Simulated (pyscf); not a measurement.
H₃C–Zn–OH + H₂ -> CH₄ + HO–ZnH (four-centre exchange; singlet surface; C–Zn, H–H broken, C–H, H–Zn formed). Structures and frequencies: ωB97X-D3(BJ)/def2-SVP in PySCF. Energies in eV from the separated reactants.

| level | barrier | reaction energy |
|---|---|---|
| ωB97X-D3(BJ)/def2-TZVP | 2.05 | -0.40 |
| r²SCAN/def2-TZVP | … | -0.40 |
| PBE0-D3(BJ)/def2-TZVP | … | … |
| M06-2X/def2-TZVP | 2.03 | -0.34 |
| ωB97M-D3(BJ)/def2-TZVP | 2.05 | -0.45 |
| HF/def2-TZVP | 2.46 | -0.69 |

Q: What belongs in the gaps?

A: 
- r²SCAN/def2-TZVP, barrier: 1.88
- PBE0-D3(BJ)/def2-TZVP, barrier: 1.89
- PBE0-D3(BJ)/def2-TZVP, reaction energy: -0.42

The functionals in the table span 0.17 eV in this barrier, from r²SCAN to ωB97X-D3(BJ)/def2-TZVP. At the saddle there is also a short H–Zn contact that neither side keeps. The same reactants have a lower exit, to H₃C–ZnH + H₂O (barrier +1.04 eV at ωB97M-D3(BJ)/def2-TZVP, against +2.05 eV here). This is the saddle that the search found; another between the same sides may lie lower. Elements up to Kr have no core potential and no relativistic terms here.
